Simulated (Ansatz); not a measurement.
A made-up structure of CH$_{2}$BLi, singlet:

```json
{"atom": "Li1", "x (Å)": "-2.6501", "y (Å)": "0.6901", "z (Å)": "0.3880"}
{"atom": "B2", "x (Å)": "-0.6262", "y (Å)": "0.1622", "z (Å)": "0.0915"}
{"atom": "C3", "x (Å)": "0.7147", "y (Å)": "-0.1863", "z (Å)": "-0.1047"}
{"atom": "H4", "x (Å)": "-0.4097", "y (Å)": "-0.0682", "z (Å)": "1.1971"}
{"atom": "H5", "x (Å)": "1.5406", "y (Å)": "0.4673", "z (Å)": "0.1714"}
```

It is relaxed with PBE-D4/def2-SVP and then PBE0-D4/def2-TZVP (Ansatz 0.2.0). Atoms count as bonded within 1.22 times the sum of their covalent radii (H–H: 0.88 Å). The end point is not checked to be a true minimum.

Problem. Does its bonding change? (A judgement: the text doesn't fix the answer.)

Solution. The calculation gives: Yes. Formed: C3–H4; broken: B2–H4.

Where it ends: The first stage lowers the energy by 1.54 eV in 13 steps. It ends as CH₂BLi ([Li][B][CH2]):
```tsv
atom	x (Å)	y (Å)	z (Å)
Li1	-2.9396	0.7578	-0.2106
B2	-0.9129	0.3419	0.2164
C3	0.4295	0.0662	0.4994
H4	0.7540	-0.3932	1.4318
H5	1.2382	0.2925	-0.1937
```

Labels in which every atom is bracketed show which atoms are joined, not bond orders.

For scale, one of the runs: PBE0-D4/def2-TZVP relaxation, 88 basis functions, launched by `ansatz run in.yaml --threads 2 --pin off --events-out ev --progress --plain --max-ram 4352MiB`. The run took about 4.2 s on 2 CPU threads of an Arm Neoverse V2 (shared host).
